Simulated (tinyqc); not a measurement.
Inside a calculation. Method: Hueckel theory of the pi electrons, for the molecule O=CC=O (SMILES; centres numbered as the heavy atoms are written). Computed by tinyqc, a small Python program that keeps every step. Settings: charge = 0. Command: `OMP_NUM_THREADS=1 python tinyqc.py 29504 29505 out.jsonl` (the two numbers bound the seeds that draw the settings). One thread of a shared host (Intel(R) Xeon(R) Processor @ 2.60GHz), about 0.01 s of CPU time with the checks.

## The Hueckel matrix

Centres:

| centre | z_r, pi electrons of the neutral centre | h |
|---|---|---|
| 1O | 1 | 1.070000 |
| 2C | 1 | 0.000000 |
| 3C | 1 | 0.000000 |
| 4O | 1 | 1.070000 |

Bonds:

| i | j | k |
|---|---|---|
| 1 | 2 | 0.890000 |
| 2 | 3 | 1 |
| 3 | 4 | 0.890000 |

H_rr = alpha + h_r beta, H_rs = k_rs beta for bonded centres.

Hueckel matrix in units of beta (H = alpha + beta A), lower triangle:
```
          1O        2C        3C        4O
1O  1.070000
2C  0.890000  0.000000
3C  0.000000  1.000000  0.000000
4O  0.000000  0.000000  0.890000  1.070000
```

## Orbitals

pi electrons, sum of z_r less the charge = 4

Diagonalise; E = alpha + x beta with beta < 0, so the largest x are filled first; degenerate levels share their electrons. P = sum n_i c_ri c_si; each orbital has its largest coefficient positive (the first on a tie).

x values: 1.925688  1.400037  0.144312  -1.330037

occupations: 2.000000  2.000000  0.000000  0.000000

coefficients:
```
         MO1        MO2        MO3        MO4
1O  0.509729   0.662990  -0.490078  -0.245855
2C  0.490078   0.245855   0.509729   0.662990
3C  0.490078  -0.245855   0.509729  -0.662990
4O  0.509729  -0.662990  -0.490078   0.245855
```

charge and bond-order matrix P, lower triangle:
```
           1O        2C        3C        4O
1O   1.398758
2C   0.825612  0.601242
3C   0.173615  0.359463  0.601242
4O  -0.359463  0.173615  0.825612  1.398758
```

## Energy, charges, bond orders

E = sum n x; q_r = z_r - P_rr; bond order p = P_rs; free valence = sqrt(3) - sum of p over the bonds of the atom.

pi energy = 4 alpha + this times beta = 6.651449

pi charges: 1O -0.398758, 2C 0.398758, 3C 0.398758, 4O -0.398758

Bond orders and lengths from R = 1.517 - 0.180 p (angstrom, C-C alone):

| bond | p | R |
|---|---|---|
| 1-2 | 0.825612 | - |
| 2-3 | 0.359463 | 1.452297 |
| 3-4 | 0.825612 | - |

free valence of the carbons: 2C 0.546975, 3C 0.546975

gap between the highest filled and the next level = 1.255725 |beta|
